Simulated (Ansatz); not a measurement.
A nudged elastic band was laid between two geometries of C2H6Si + H2 (11 atoms, charge 0, multiplicity 1).

All numbers below come from UKS PBE0-D4/def2-SVP (Ansatz 0.2.0).

```yaml
movable_images: 5
climbing_image: yes
spring: 5.0 eV/Å²
optimiser: quadratic models (default)
start_path: through a guess of the saddle point
force_threshold: 0.05 eV/Å
iteration_limit: 60
end_points: relaxed
```

First end point:

```xyz
11
Properties=species:S:1:pos:R:3
Si 0.106 0.374 -1.009
C 1.262 0.693 0.490
C -0.743 -1.250 -0.442
H -1.312 1.589 -0.492
H -1.336 1.276 0.235
H 2.139 0.045 0.301
H 1.644 1.725 0.520
H 0.873 0.417 1.483
H -0.932 -1.362 0.638
H -0.031 -2.048 -0.726
H -1.670 -1.458 -0.999
```

Last end point:

```xyz
11
Properties=species:S:1:pos:R:3
Si -0.421 0.548 -0.234
C 1.251 0.777 0.596
C -0.870 -1.272 -0.388
H -0.395 1.175 -1.595
H -1.474 1.255 0.565
H 2.047 0.267 0.031
H 1.514 1.845 0.663
H 1.243 0.366 1.618
H -0.926 -1.748 0.604
H -0.120 -1.816 -0.983
H -1.848 -1.396 -0.878
```

Task: What changes between the two ends?

Result: Bonds broken: H4–H5. Bonds formed: Si1–H4, Si1–H5. C2H6Si + H2 becomes C2H8Si.

Task: Give the energies along the band, and the barrier.

Result: The forces met the threshold. The highest image is number 2 of 0 to 6, 0.203 eV above the first end and 2.833 eV above the last; the last end lies 2.630 eV below the first. Neighbouring images differ by up to 1.3 eV, so the band resolves the path poorly. A vibrational analysis at the climbing image gives one clearly imaginary mode, 932i cm⁻¹: a first-order saddle point. The orbitals stay closed-shell, which can raise the energy where a bond breaks towards radicals; this wasn't checked here.

```json
{"image": "0", "path coordinate (Å)": "0.00", "energy (eV)": "0.000", "H4–H5 (Å)": "0.79", "Si1–H4 (Å)": "1.94", "Si1–H5 (Å)": "2.11"}
{"image": "1", "path coordinate (Å)": "0.51", "energy (eV)": "0.010", "H4–H5 (Å)": "0.80", "Si1–H4 (Å)": "1.87", "Si1–H5 (Å)": "2.03"}
{"image": "2", "path coordinate (Å)": "1.02", "energy (eV)": "0.203", "H4–H5 (Å)": "1.05", "Si1–H4 (Å)": "1.56", "Si1–H5 (Å)": "1.72"}
{"image": "3", "path coordinate (Å)": "1.45", "energy (eV)": "-0.655", "H4–H5 (Å)": "1.50", "Si1–H4 (Å)": "1.48", "Si1–H5 (Å)": "1.54"}
{"image": "4", "path coordinate (Å)": "1.88", "energy (eV)": "-1.952", "H4–H5 (Å)": "1.96", "Si1–H4 (Å)": "1.48", "Si1–H5 (Å)": "1.48"}
{"image": "5", "path coordinate (Å)": "2.31", "energy (eV)": "-2.512", "H4–H5 (Å)": "2.31", "Si1–H4 (Å)": "1.50", "Si1–H5 (Å)": "1.49"}
{"image": "6", "path coordinate (Å)": "2.74", "energy (eV)": "-2.630", "H4–H5 (Å)": "2.42", "Si1–H4 (Å)": "1.50", "Si1–H5 (Å)": "1.50"}
```

Task: What is the geometry of the highest image?

Result: 
```xyz
11
Properties=species:S:1:pos:R:3:forces:R:3
Si 0.017 0.349 -0.765 -0.01 0.00 -0.01
C 1.312 0.759 0.568 -0.01 0.00 0.02
C -0.845 -1.314 -0.427 0.00 0.00 0.01
H -1.042 1.489 -0.840 0.00 -0.01 0.01
H -1.187 1.166 0.147 0.00 0.01 -0.01
H 2.291 0.370 0.245 0.01 0.00 -0.01
H 1.421 1.850 0.670 0.00 0.00 0.00
H 1.087 0.333 1.557 0.00 0.00 0.00
H -0.921 -1.572 0.640 0.00 0.00 0.00
H -0.278 -2.113 -0.929 0.00 -0.01 -0.01
H -1.854 -1.317 -0.866 0.00 0.00 0.00
```

The run took 2.7 min on 2 threads of Arm Neoverse V1 (shared host), peak memory 0.23 GiB.
